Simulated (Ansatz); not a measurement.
A nudged elastic band was laid between two geometries of C₂H₃ClO (7 atoms, charge 0, multiplicity 1).

Method: RKS PBE-D4/def2-SVP in Ansatz.

```yaml
movable_images: 9
climbing_image: yes
spring: 5.0 eV/Å²
optimiser: quadratic models (default)
start_path: IDPP
force_threshold: 0.03 eV/Å
iteration_limit: 60
end_points: relaxed
```

Image 0:

```xyz
7
Properties=species:S:1:pos:R:3
C -0.187 0.393 0.803
C -0.208 -0.175 -0.421
O 0.841 -0.643 -1.134
Cl -1.687 -0.398 -1.309
H -1.112 0.734 1.279
H 0.766 0.519 1.338
H 1.648 -0.499 -0.602
```

Image 10:

```xyz
7
Properties=species:S:1:pos:R:3
C -0.187 0.392 0.803
C -0.208 -0.175 -0.421
O 0.841 -0.640 -1.134
Cl -1.688 -0.401 -1.308
H 0.766 0.521 1.338
H -1.113 0.731 1.280
H 1.649 -0.497 -0.603
```

Task: Which bonds break or form, and what moves?

Result: No bond is made or broken. The dihedral H6–C1–C2–Cl4 goes from 180 to 0°. The two ends are copies of one structure, up to a mirror image or an exchange of like atoms.

Task: Give the energies along the band, and the barrier.

Result: The forces met the threshold. The highest image is number 5 of 0 to 10, 50.0 kcal/mol above the ends, which have the same energy within 2 meV. A vibrational analysis at the climbing image gives one clearly imaginary mode, 1076i cm⁻¹: a first-order saddle point.

```
image  path coordinate (Å)  energy (kcal/mol)  dihedral H6–C1–C2–Cl4 (°)
    0                 0.00                0.0                        180
    1                 0.41                1.4                        168
    2                 0.81                7.7                        145
    3                 1.22               21.4                        115
    4                 1.62               39.2                         86
    5                 2.03               50.0                         58
    6                 2.43               39.3                         44
    7                 2.84               21.5                         35
    8                 3.24                7.7                         24
    9                 3.65                1.4                         10
   10                 4.05                0.0                          0
```

Task: What is the geometry of the highest image?

Result: 
```xyz
7
Properties=species:S:1:pos:R:3
C 0.117 0.381 0.867
C -0.100 -0.221 -0.365
O 0.643 -0.014 -1.425
Cl -1.388 -1.404 -0.891
H -0.785 0.955 1.178
H 0.265 -0.396 1.651
H 1.309 0.631 -1.061
```

Task: What are the harmonic wavenumbers there?

Result: 1076i, 335, 426, 432, 480, 658, 784, 922, 1064, 1214, 1316, 1488, 2992, 3028, 3408 cm⁻¹.

Time of the run: 2.1 min on 1 thread of Arm Neoverse V2 (shared host), peak memory 0.13 GiB.
